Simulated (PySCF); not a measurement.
Species: cyclopentane, C5H10.
Atom-mapped SMILES: `[CH2:1]1[CH2:2][CH2:3][CH2:4][CH2:5]1`

Cartesian coordinates in Å at the GFN2-xTB level; atoms count from 1:
```
atom  x, y, z in Å
C1     0.4447    0.8483    0.8433
C2     1.2684   -0.1766    0.0639
C3     0.2368   -1.1480   -0.5370
C4    -1.1353   -0.4712   -0.3695
C5    -0.8225    0.9771    0.0054
H6     0.1951    0.4581    1.8315
H7     0.9691    1.7948    0.9688
H8     1.9938   -0.6877    0.6954
H9     1.8163    0.3279   -0.7334
H10    0.2563   -2.1084   -0.0223
H11    0.4544   -1.3354   -1.5882
H12   -1.6902   -0.9459    0.4410
H13   -1.7393   -0.5407   -1.2731
H14   -0.6117    1.5616   -0.8917
H15   -1.6404    1.4541    0.5439
```

NICS is the negative of the GIAO shielding at a point without a nucleus: at the ring centre (0) and 1 Å above and below it (1); zz is the component along the ring normal. Level: GIAO PBE0/pcSseg-1 (PySCF, non-relativistic, gas phase) on the GFN2-xTB geometry, one conformer.

Ring bond lengths (Å), with Mayer bond orders in brackets: C1–C2 1.529 (1.04), C2–C3 1.539 (1.03), C3–C4 1.539 (1.03), C4–C5 1.528 (1.04), C5–C1 1.525 (1.02).

Give the NICS values of each ring in ppm.

```json
{"ring": "C1–C2–C3–C4–C5", "type": "5-membered carbocycle; formal bonds all single", "NICS(0)": "-5.7", "NICS(1), two faces": "-4.1 / -4.1", "NICS(1)zz, two faces": "-5.0 / -5.0", "rms pucker (Å)": "0.18", "centre to ring atoms, mean (Å)": "1.28"}
```

What can be read from them?

- C1–C2–C3–C4–C5: mean NICS(1)zz -5.0 ppm, shielded. C1, C2, C3, C4, C5 have four or more neighbours, and the NICS criterion for π rings isn't applied.

At the second NICS(1) probe listed for ring C1–C2–C3–C4–C5, 1 Å off the ring, how large is the induced field along the normal in 9.4 T applied along it?

NICSzz × B0 = -5.0 ppm × 9.4 T = -47 μT, against the applied field.

Give the inner angles of the rings and the Hirshfeld charges of the ring atoms.

- C1–C2–C3–C4–C5: C1 103.0° (-0.071 e), C2 105.1° (-0.070 e), C3 106.1° (-0.070 e), C4 105.1° (-0.070 e), C5 103.0° (-0.071 e); sum 522.3° against 540° for a flat convex ring.

What are the shieldings of the ring atoms and their hydrogens in the same run (means over atoms taken as equivalent)?

| atoms | environment | σ isotropic (ppm) | principal values of the symmetric part, first atom (ppm) |
| --- | --- | --- | --- |
| C1 (×5) | ring CH2 carbon | 158.0 | 132.7, 163.6, 170.5 |
| H6 (×10) | methylene hydrogen | 30.13 | 25.9, 28.1, 37.4 |

On Arm Neoverse V2, one thread, no GPU (shared host), this took 9.1 s of wall time. This is the whole shielding run at PBE0/pcSseg-1, SCF included.
